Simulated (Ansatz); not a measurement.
Process, species as SMILES: F (HF) → HF+ (doublet, bonded as F) + e-
B3LYP-D3(BJ)/def2-TZVP geometries, fixed; electronic energies without zero-point terms.

Effect of a fitting basis named in the input at PBE/def2-TZVPP with Ansatz (a first-principles code), against the last row, where the adiabatic ionisation energy is 16.03 eV. Open shells are unrestricted. The default fits or decomposes integrals by the program's own choice; accuracy: high also tightens integrals, grids and stops.

| setting | largest shift of a total energy (mEh) | shift of the adiabatic ionisation energy (eV) |
|---|---|---|
| fitting: def2-SV(P)-JKFIT | -0.033 | 0.000 |
| fitting: def2-universal-JKFIT | -0.033 | 0.000 |
| fitting: cc-pVTZ-JKFIT | -0.004 | 0.000 |
| fitting: cc-pVQZ-JKFIT | -0.002 | 0.000 |
| fitting: cc-pV5Z-JKFIT | -0.002 | 0.000 |
| fitting: def2-universal-JFIT | -0.091 | -0.001 |
| accuracy: high | 0.001 | 0.000 |
| accuracy: medium (default) | 0.000 | 0.000 |

Within 0.002 eV in the adiabatic ionisation energy: fitting: def2-SV(P)-JKFIT; fitting: def2-universal-JKFIT; fitting: cc-pVTZ-JKFIT; fitting: cc-pVQZ-JKFIT; fitting: cc-pV5Z-JKFIT; fitting: def2-universal-JFIT; accuracy: high. The largest shift is 0.091 mEh in a total energy and 0.001 eV in the difference.
